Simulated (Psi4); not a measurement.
Psi4 input (wB97X-D/6-311+G**):

```
memory 1500 MB

molecule {
-1 1
C     0.20259228    0.09912095    1.44002477
C    -0.00343710    0.12720683    0.06465403
H     0.33610835    1.01027003    2.01483663
H     0.26267791   -0.84089184    1.97627442
C    -0.11172426    1.22219079   -0.78632518
H    -0.00790611    2.23945213   -0.42186803
H    -0.27739402    1.08881405   -1.84913382
C    -0.08717194   -1.23676983   -0.61157471
H    -0.49909775   -1.98965260    0.06786304
H    -0.72089881   -1.19714553   -1.50318625
H     0.90495651   -1.58133872   -0.92545946
symmetry c1
no_reorient
no_com
}

set {
  basis 6-311+G**
  reference rks
  scf_type df
  df_basis_scf def2-universal-jkfit
  dft_radial_points 99
  dft_spherical_points 590
  e_convergence 1e-8
  d_convergence 1e-7
  maxiter 150
}

e = energy('wb97x-d')
print_out(f'\nFINAL {e:.10f} DIPOLE {variable("CURRENT DIPOLE")[0]:.6f} {variable("CURRENT DIPOLE")[1]:.6f} {variable("CURRENT DIPOLE")[2]:.6f}\n')
```

From the last part of the output:

```
     107A      2.890234   108A      2.902852   109A      2.975353
     110A      2.997945   111A      3.054468   112A      3.079951
     113A      3.123146   114A      3.187081   115A      3.268544
     116A      3.287850   117A      3.363536   118A      3.494225
     119A      3.652274   120A      3.918195   121A      4.065397
     122A      4.067760   123A      4.081246   124A      4.128478
     125A      4.572958   126A      4.659807   127A     24.079027
     128A     24.241954   129A     24.370631   130A     24.491679

    Final Occupation by Irrep:
              A
    DOCC [    16 ]
    NA   [    16 ]
    NB   [    16 ]

  @DF-RKS Final Energy:  -156.57503764147620

   => Energetics <=

    Nuclear Repulsion Energy =            112.2829453417745640
    One-Electron Energy =                -437.7720016274168984
    Two-Electron Energy =                 185.4944012659916552
    DFT Exchange-Correlation Energy =     -16.5766516048223487
    Empirical Dispersion Energy =          -0.0037310170031732
    VV10 Nonlocal Energy =                  0.0000000000000000
    Total Energy =                       -156.5750376414762002

Computation Completed

Properties will be evaluated at   0.000000,   0.000000,   0.000000 [a0]

Properties computed using the SCF density matrix

 Multipole Moments:

 ------------------------------------------------------------------------------------
     Multipole            Electronic (a.u.)      Nuclear  (a.u.)        Total (a.u.)
 ------------------------------------------------------------------------------------

 L = 1.  Multiply by 2.5417464519 to convert [e a0] to [Debye]
 Dipole X            :         -0.0476149           -0.0000001           -0.0476150
 Dipole Y            :         -1.0275856           -0.0000001           -1.0275857
 Dipole Z            :         -0.5116376           -0.0000000           -0.5116376
 Magnitude           :                                                    1.1489006

 ------------------------------------------------------------------------------------

FINAL -156.5750376415 DIPOLE -0.047615 -1.027586 -0.511638

*** Psi4 exiting successfully. Buy a developer a beer!
```

The dipole moment of an ion depends on the origin.
